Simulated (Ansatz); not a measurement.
**BH6NSi: how energies converge with the basis set**

The task here is to estimate one member of a computed series from the others.

Program: Ansatz 0.2.0, Gaussian basis. Level of theory: one geometry, several basis sets. These are calculated values, not measurements.

Plan: PBE0-D4/def2-SVP; ωB97M-V/def2-SVP; PBE0-D4/def2-QZVPP; ωB97M-V/def2-QZVPP; the functionals' def2-TZVPP values are taken from earlier runs.

1 further run of the same task is left out (it didn't finish).

## The geometry

The geometry comes from an earlier relaxation with PBE0-D4 in a triple-zeta def2 set; it is a stationary point, not always the lowest conformer.

SMILES `B[SiH2]N`, 9 atoms, charge 0, spin multiplicity 1.

Atoms are counted from 1 here; the program's logs count them from 0.

Bond lengths: B1–Si2 2.002 Å, B1–H4 1.197 Å, B1–H5 1.197 Å, Si2–N3 1.724 Å, Si2–H6 1.506 Å, Si2–H7 1.490 Å, N3–H8 1.007 Å, N3–H9 1.007 Å. Angles: Si2–B1–H4 122.8°, Si2–B1–H5 120.1°, H4–B1–H5 117.0°, B1–Si2–N3 111.8°, B1–Si2–H6 104.1°, B1–Si2–H7 112.7°, N3–Si2–H6 115.5°, N3–Si2–H7 107.5°, H6–Si2–H7 105.2°, Si2–N3–H8 120.4°, Si2–N3–H9 119.2°, H8–N3–H9 110.8°.

Set-up of the first run:

in.yaml

```yaml
crystal:
  periodic: [false, false, false]
  atoms:
    - {symbol: B, position_ang: [-1.027291, 0.735327, -1.034808]}
    - {symbol: Si, position_ang: [0.596442, 0.206103, 0.010026]}
    - {symbol: N, position_ang: [0.333141, -1.238843, 0.913609]}
    - {symbol: H, position_ang: [-2.123299, 0.323577, -0.783871]}
    - {symbol: H, position_ang: [-0.938577, 1.540222, -1.916108]}
    - {symbol: H, position_ang: [0.923284, 1.429465, 0.825298]}
    - {symbol: H, position_ang: [1.788681, -0.017606, -0.855492]}
    - {symbol: H, position_ang: [1.084251, -1.654114, 1.441044]}
    - {symbol: H, position_ang: [-0.548231, -1.370432, 1.383201]}
basis:
  gaussian: {orbitals: def2-SVP}
hamiltonian: {xc: pbe0, dispersion: d4}
output: {orbitals: {seedname: orbitals}}
```

Started as:

```bash
> ansatz run in.yaml --threads 2 --pin off --events-out ev --progress --plain --max-ram 4352MiB
```

Among the steps run: PBE0-D4 in def2-SVP; ωB97M-V in def2-SVP; PBE0-D4 in def2-QZVPP; ωB97M-V in def2-QZVPP.

One table of the session follows, with a row left open; its other results are not shown here.

It belongs to the step «Density functionals: the series». 

| functional | basis | HOMO (eV) | LUMO (eV) |
| --- | --- | --- | --- |
| PBE0-D4 | def2-SVP | -7.03 | -2.17 |
| PBE0-D4 | def2-TZVPP | -7.26 | -2.25 |
| PBE0-D4 | def2-QZVPP | -7.30 | -2.27 |
| ωB97M-V | def2-SVP | ? | ? |
| ωB97M-V | def2-TZVPP | -9.58 | -0.29 |
| ωB97M-V | def2-QZVPP | -9.61 | -0.34 |

**Question.** Estimate the row for ωB97M-V, def2-SVP.

As computed: HOMO (eV): -9.33; LUMO (eV): -0.10. In the column «HOMO (eV)» it lies between ωB97M-V, def2-TZVPP (-9.58) and PBE0-D4, def2-QZVPP (-7.30).
